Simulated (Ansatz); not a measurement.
`F/C=N/P` and `C/N=C\F` differ in one atom or group (the configuration at the double bond changes too).

Ansatz, PBE0-D4/def2-TZVP geometries, multiplicity 1. Each molecule was computed in one conformer, which needn't be the lowest.

```json
{"property": "ideal-gas entropy at 298 K and 1 bar (rigid rotor, harmonic PBE0-D4/def2-TZVP) / J/(mol·K)", "`F/C=N/P`": "301"}
{"property": "HOMO–LUMO gap (PBE0/def2-TZVPP) / eV", "`F/C=N/P`": "6.57"}
{"property": "LUMO energy (ωB97M-V/def2-TZVPP) / eV", "`F/C=N/P`": "1.70"}
{"property": "LUMO energy (B3LYP/def2-TZVPP) / eV", "`F/C=N/P`": "-0.88"}
{"property": "LUMO energy (PBE0/def2-TZVPP) / eV", "`F/C=N/P`": "-0.61"}
{"property": "HOMO energy (B3LYP/def2-TZVPP) / eV", "`F/C=N/P`": "-6.99"}
```

Task: What does the change do to each property? (Estimate.)

Result: Ansatz gave: 
```json
{"property": "ideal-gas entropy at 298 K and 1 bar (rigid rotor, harmonic PBE0-D4/def2-TZVP) / J/(mol·K)", "`C/N=C\\F`": "287", "shift": "-14"}
{"property": "HOMO–LUMO gap (PBE0/def2-TZVPP) / eV", "`C/N=C\\F`": "8.18", "shift": "1.61"}
{"property": "LUMO energy (ωB97M-V/def2-TZVPP) / eV", "`C/N=C\\F`": "2.37", "shift": "0.67"}
{"property": "LUMO energy (B3LYP/def2-TZVPP) / eV", "`C/N=C\\F`": "-0.18", "shift": "0.70"}
{"property": "LUMO energy (PBE0/def2-TZVPP) / eV", "`C/N=C\\F`": "0.12", "shift": "0.73"}
{"property": "HOMO energy (B3LYP/def2-TZVPP) / eV", "`C/N=C\\F`": "-7.83", "shift": "-0.84"}
```

With PBE0 the HOMO falls by 0.89 eV and the LUMO rises by 0.73 eV, so the gap widens by about 1.62 eV. PBE moves the HOMO by -0.57 eV and ωB97M-V by -1.06 eV. The zero-point energy changes by 52.9 kJ/mol with +3 modes.

B3LYP here is the variant with VWN-RPA as its local correlation; programs differ in this.
